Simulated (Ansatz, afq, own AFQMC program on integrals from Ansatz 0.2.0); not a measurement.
**CH6Si, triplet: AFQMC among the cluster methods**

```xyz
8

Si   -0.9181    0.0000    0.0000
H    -1.4130    1.3997    0.0000
H    -1.4130   -0.6999    1.2122
H    -1.4130   -0.6999   -1.2122
H     0.9269    0.0000    0.0000
C     2.0169    0.0000    0.0000
H     2.4313    0.0000    0.9962
H     2.4313    0.0000   -0.9962
```

Basis cc-pVDZ. Only valence electrons are correlated. AFQMC by an in-house program on the Cholesky factors that Ansatz 0.2.0 writes for its CCSD(T) run. ph-AFQMC/CISD is guided by a CISD state made of CCSD amplitudes; releasing the constraint for a short imaginary time cuts its bias at the price of noise, slowly where states lie close. Uncertainties: one standard error, sampling alone.

Determinant: UHF, the one that the program's search chose, which needn't be the lowest solution. The geometry is a point of a scan.

No full CI on the walks' own integrals is used here; CCSDT(Q) serves as the reference and is uncertain by about the last step of the cluster series.

Cautions: lower spins were not checked.

The T1 diagnostic is 0.0118, the weight of the determinant in the CISD state is 0.874 and the ⟨S²⟩ of the determinant is 2.024. The size of the correlated space is 14 electrons in 56 orbitals.

| level | correlation energy (eV) |
| --- | --- |
| MP2 | -6.2718 |
| CCSD | -7.6092 |
| CCSD(T) | -7.7672 |

Task: Estimate where phaseless AFQMC with a CISD trial lies against CCSD(T) on the same integrals.

Result: 0.89 ± 0.09 kcal/mol below CCSD(T).

Reference: CCSDT(Q), correlation energy -7.804 eV. The released energy is read at 2.40 1/Eh (meV from the phaseless value at times in 1/Eh: 3 ± 4 at 0.24, 3 ± 3 at 0.51, -1.1 ± 2.3 at 0.99, 1 ± 3 at 1.62, 2 ± 4 at 2.40).

| level | E − E(reference) (kcal/mol) | share of correlation (%) |
| --- | --- | --- |
| CCSD(T) | 0.84 | 99.53 |
| CCSDT | 0.14 | 99.92 |
| ph-AFQMC/CISD | -0.04 ± 0.09 | 100.02 |
| released AFQMC | 0.01 ± 0.08 | 99.99 |

A walk keeps the symmetry of its determinant, which the program's search chose and which needn't be the lowest solution, so a lower state of the same spin and another symmetry isn't excluded. Released energies are given only where the last usable release times agree within the noise; a slower fall can still hide under it.
